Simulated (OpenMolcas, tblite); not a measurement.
## A ladder of methods for SiN2H6 (SMILES NN[SiH3])

The species is SiN2H6 (9 atoms), meant as a singlet with charge 0. As SMILES, `NN[SiH3]`. Geometry: relaxed at PBE0-D4/def2-TZVP. This is one conformer, not always the lowest.

```xyz
9

N    -0.5588    0.9250   -1.2031
N    -0.2855    0.7082    0.1597
Si    0.4084   -0.7366    0.7675
H     0.2679    0.7613   -1.7675
H    -1.2905    0.2976   -1.5156
H    -0.3775    1.5493    0.7018
H     1.7292   -1.0400    0.1396
H    -0.4698   -1.9073    0.4845
H     0.5765   -0.5573    2.2330
```

Each level gives the dipole moment (D). The values are calculated.

```csv
level,kind,program,value (D),CPU time
IPEA1-xTB,semi-empirical,tblite,1.04,under 2 s
HF/6-311+G**,Hartree–Fock,OpenMolcas,0.59,14 s
SVWN5/6-311+G**,LDA,OpenMolcas,0.49,34 s
revPBE/6-311+G**,GGA,OpenMolcas,0.44,52 s
TPSS/6-311+G**,meta-GGA,OpenMolcas,0.46,68 s
M06-2X/6-311+G**,hybrid meta-GGA,OpenMolcas,0.59,70 s
```

The values span 0.44 to 1.04 D. Magnitudes only. Times are those of the runs behind each value, whatever else they computed, on shared processors of several kinds: orders of magnitude only.
